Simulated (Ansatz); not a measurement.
# Correlation methods on HO2, doublet

Calculated in Ansatz's Gaussian-basis code; BCCD by scripts on PySCF. Settings: STO-3G; 2 core orbitals frozen; no relativity. Perturbation and coupled-cluster methods stand on the Hartree–Fock determinant that coupled cluster favours; RHF here means ROHF, with semicanonical perturbation theory. The state met can differ between shapes. The basis is small, far from the limit. The unrestricted determinant is a mixture of spins, so it may stand for another state.

Shape A. A bond is stretched, to 1.95 times the sum of the covalent radii.

```xyz
3

O     0.0000    0.0000    0.0000
H     0.0000    1.8330   -0.4680
O     0.0000    0.0000    1.3300
```

Shape B. A bond is stretched, to 2.10 times the sum of the covalent radii.

```
atom   x (Å)   y (Å)    z (Å)
   O  0.0000  0.0000   0.0000
   H  0.0000  1.9740  -0.5040
   O  0.0000  0.0000   1.3300
```

Shape C:

```xyz
3

O     0.0000    0.0000    0.0000
H     0.0000    0.9400   -0.2400
O     0.0000    0.0000    1.1970
```

Correlation energy of CCSD(T), then each method's total less that of CCSD(T), in eV:

```csv
case,E corr CCSD(T),CCSD,BCCD,BCCD(T),determinant
A RHF,-6.730,+0.347,+0.295,-0.143,0.66 eV over the lowest such Hartree–Fock solution met
A UHF,-3.078,+0.025,+0.124,+0.073,⟨S²⟩ = 1.679
B UHF,-3.093,+0.015,+0.094,+0.004,⟨S²⟩ = 1.712
C RHF,-2.066,+0.024,+0.033,+0.002,–
C UHF,-2.045,+0.023,+0.032,+0.002,⟨S²⟩ = 0.752
```

Question: Give full CI less CCSD(T). Is CCSD(T) good to 1 kcal/mol?

Answer: A RHF: -0.218 eV (outside); A UHF: -0.141 eV (outside, spin-contaminated determinant); B UHF: -0.110 eV (outside, spin-contaminated determinant); C RHF: -0.013 eV (within); C UHF: -0.013 eV (within).

Several Brueckner solutions were met.
